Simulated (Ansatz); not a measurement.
`C=C(O)S` and `C=C(N)S` differ in one atom or group.

Ansatz, PBE0-D4/def2-TZVP geometries, multiplicity 1. Each molecule was computed in one conformer, which needn't be the lowest.

```csv
property,`C=C(O)S`
size of the dipole moment (B3LYP/def2-TZVPP) / D,1.10
zero-point energy (PBE0-D4/def2-TZVP) / kJ/mol,148.1
HOMO energy (PBE/def2-TZVPP) / eV,-5.67
HOMO–LUMO gap (B3LYP/def2-TZVPP) / eV,6.31
HOMO–LUMO gap (PBE0/def2-TZVPP) / eV,6.79
HOMO energy (B3LYP/def2-TZVPP) / eV,-6.62
```

Task: What does the change do to each property? (Estimate.)

Result: The calculation gave: 
| property | `C=C(N)S` | shift |
| --- | --- | --- |
| size of the dipole moment (B3LYP/def2-TZVPP) / D | 1.56 | 0.46 |
| zero-point energy (PBE0-D4/def2-TZVP) / kJ/mol | 180.6 | 32.5 |
| HOMO energy (PBE/def2-TZVPP) / eV | -4.97 | 0.70 |
| HOMO–LUMO gap (B3LYP/def2-TZVPP) / eV | 5.78 | -0.53 |
| HOMO–LUMO gap (PBE0/def2-TZVPP) / eV | 6.26 | -0.53 |
| HOMO energy (B3LYP/def2-TZVPP) / eV | -5.89 | 0.73 |

With PBE0 the HOMO rises by 0.73 eV and the LUMO rises by 0.20 eV, so the gap narrows by about 0.53 eV. PBE moves the HOMO by 0.70 eV and ωB97M-V by 0.76 eV. The zero-point energy changes by 32.5 kJ/mol with +3 modes. Dipoles are sizes alone; their direction can turn.

B3LYP here is the variant with VWN-RPA as its local correlation; programs differ in this.
